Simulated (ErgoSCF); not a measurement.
# BP86/Turbomole-SVP run of [NH2]− (SMILES [NH2-])

Aim: the energy change on altering one bond length of [NH2]− at BP86/Turbomole-SVP, from 2 runs. 

The results are computed with ErgoSCF 3.8.

7 further runs of the same task are left out: 1 that didn't finish, 6 set aside as unsound or not needed.

## 1. The structure to begin with

[NH2]−: 3 atoms, total charge -1, spin state singlet. As SMILES, `[NH2-]`. The coordinates come from a PBE0-D4/def2-TZVPD relaxation.

Bond lengths: N1–H2 1.027 Å, N1–H3 1.027 Å. Angles: H2–N1–H3 101.8°.

## 2. A single-point energy at BP86/Turbomole-SVP

Input file ergo.in:

```
set_nthreads("env")
tmpdir = "."
scf.output_mulliken_pop = 1
XC.type = "LMG"
scf.use_diagonalization = 1
scf.convergence_threshold = 1e-06
charge = -1
scf.max_number_of_iterations = 80
basis = "Turbomole-SVP"
molecule_inline Angstrom
N        0.342200      -0.203000       0.168700
H        0.125500       0.801200       0.156000
H       -0.467700      -0.598200      -0.324700
EOF
run "BP86"
```

Command:

```
$ ergo < ergo.in
```

The log of the run, cut to the lines that bear on the results:

```text
[...]
INDF Weighted mixed functional:
[...]
INSC Energy   1 =        -21.25145134396
[...]
INDE E_LUMO =          0.31495200909
[...]
INSC Energy  16 =        -55.80009487162  ( diff     -0.000000000013692 )
[...]
RESC CONVERGED after  16 iterations.
RESC FINAL ENERGY:        -55.80009487162
[...]
INSC SCF: dipole_moment_x [atomic units] =      -0.83701306
INSC SCF: dipole_moment_y [atomic units] =       0.49654729
INSC SCF: dipole_moment_z [atomic units] =      -0.41262832
[...]
```

Run time: 1.6 s. Hardware: 1 thread of Arm Neoverse N1, shared host.

## 3. The distorted shape at the same level

Input file run.inp:

```
set_nthreads(1)
molecule_inline Angstrom
N  0.625666 -0.064680 0.341390
H  0.408966 0.939520 0.328690
H  -0.467700 -0.598200 -0.324700
EOF
charge = -1
scf.use_diagonalization = 1
XC.type = "LMG"
basis = "Turbomole-SVP"
scf.output_mulliken_pop = 1
tmpdir = "."
scf.max_number_of_iterations = 80
scf.convergence_threshold = 1e-06
run "BP86"
```

Command:

```
$ ergo < run.inp
```

The log of the run, cut to the lines that bear on the results:

```text
[...]
INDF Weighted mixed functional:
[...]
INSC Energy   1 =        -20.77665090184
[...]
INDE E_LUMO =          0.27026081640
[...]
INSC Energy  23 =        -55.76957412758  ( diff     -0.000000000003887 )
[...]
RESC CONVERGED after  23 iterations.
RESC FINAL ENERGY:        -55.76957412758
[...]
INSC SCF: dipole_moment_x [atomic units] =      -0.96856915
INSC SCF: dipole_moment_y [atomic units] =       0.46355222
INSC SCF: dipole_moment_z [atomic units] =      -0.48942506
[...]
```

Wall time 2 s (1 thread of Arm Neoverse N1, shared host).

## 4. Results

At BP86/Turbomole-SVP:

```
                                                         quantity         value
                                        first shape: total energy  -55.80009 Eh
                                    distorted shape: total energy  -55.76957 Eh
energy change with the N1–H3 bond stretched from 1.027 to 1.387 Å      0.831 eV
```

What this shows: With the N1–H3 bond stretched from 1.027 to 1.387 Å the energy rises by 0.83 eV (80.1 kJ/mol). The first shape isn't relaxed at this level, so the change isn't measured from a minimum. Mulliken charges (first shape) run from -0.77 on N1 to -0.12 on H2.
